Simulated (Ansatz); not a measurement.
[H···H···CH₃], doublet: transfer scan

Starting geometry:

```xyz
6

H    -2.0889    0.0000    0.0000
H    -1.3439    0.0000    0.0000
C     0.2301    0.0000    0.0000
H     0.2301   -1.0800    0.0000
H     0.2301    0.5400    0.9353
H     0.2301    0.5400   -0.9353
```

From there H2 is moved from one fragment to the other while all else, the fragments' distance too, stays fixed; atoms are numbered as listed. Energies are in kJ/mol, counted from the starting geometry at the same level.

Basis cc-pVDZ; Ansatz 0.2.0. Correlated methods freeze the noble-gas cores. Prefix R: restricted or restricted open-shell reference; prefix U: unrestricted. Active spaces: valence = (9e, 9o) chosen from the atoms' valence shells.

Runs in a small pair space aren't shown, since their orbitals change along the scan.

Full CI isn't at hand for all of this; UCCSDT(Q) serves as the reference, and is uncertain by about the last step of the cluster series. The frozen core follows each run's orbitals, which can shift R against U totals by a few meV.

| distance H1-H2 (Å) | UCCSDT(Q) | error RMP2 | error UMP2 | error RCCSDT | error RCCSDT(Q) | error CASSCF (valence space) | error NEVPT2 (valence space) |
| --- | --- | --- | --- | --- | --- | --- | --- |
| 0.693 | 7.5 | -1.2 | -1.1 | 0.0 | 0.0 | -0.8 | 0.5 |
| 0.745 | 0.0 | 0.0 | 0.0 | 0.0 | 0.0 | 0.0 | 0.0 |
| 0.814 | 2.2 | 1.6 | 1.6 | 0.0 | 0.0 | 0.9 | -0.7 |
| 0.883 | 10.9 | 2.5 | 3.1 | 0.1 | 0.0 | 1.6 | -1.3 |
| 0.952 | 20.4 | -0.3 | 3.4 | 0.1 | 0.0 | 1.7 | -1.7 |
| 1.022 | 27.6 | -6.6 | 1.3 | 0.2 | 0.0 | 0.9 | -1.9 |
| 1.091 | 32.1 | -7.0 | -3.0 | 0.2 | 0.0 | -0.8 | -1.9 |
| 1.160 | 36.9 | -9.0 | -8.0 | 0.2 | 0.0 | -3.3 | -1.7 |
| 1.229 | 47.2 | -11.9 | -12.1 | 0.1 | 0.0 | -6.0 | -1.6 |

Errors are those of relative energies. In total energy the starting point itself misses UCCSDT(Q) by: RMP2 90.6, UMP2 90.7, RCCSDT 0.4, RCCSDT(Q) 0.1, CASSCF (valence space) 317.3, NEVPT2 (valence space) 77.5 kJ/mol.

Spread of the error over the points with a reference, to 1.229 Å (largest less smallest): RCCSDT(Q) 0.0, RCCSDT 0.2, NEVPT2 (valence space) 2.4, CASSCF (valence space) 7.7, RMP2 14.3, UMP2 15.5 kJ/mol.
